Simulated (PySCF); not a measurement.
## Si: ionisation energy

Si [Ne] 3s2 3p2 (3P) → Si⁺ [Ne] 3s2 3p1 (2P), as a difference of total energies. All numbers are calculated (PySCF 2.14, scalar relativity by spin-free X2C-1e, in cc-pVTZ-DK (5s4p2d1f, 34 functions)). Correlated levels: valence: [Ne] frozen. The calculations carry no spin-orbit coupling.

```csv
method,ionisation energy (eV)
UHF,7.630
MN15,8.072
PBE0,8.207
MP2 (valence),8.031
SCS-MP2 (valence),7.946
CCSD (valence),8.060
CCSD(T) (valence),8.097
```

How much does correlation contribute at CCSD(T) (valence)?

8.097 − (7.630) = 0.467 eV, measured against UHF.

Errors of the correlated levels include the incompleteness of this basis and the frozen core.

For comparison: 8.157 eV (measured; NIST levels, between the centres of gravity of the two terms).
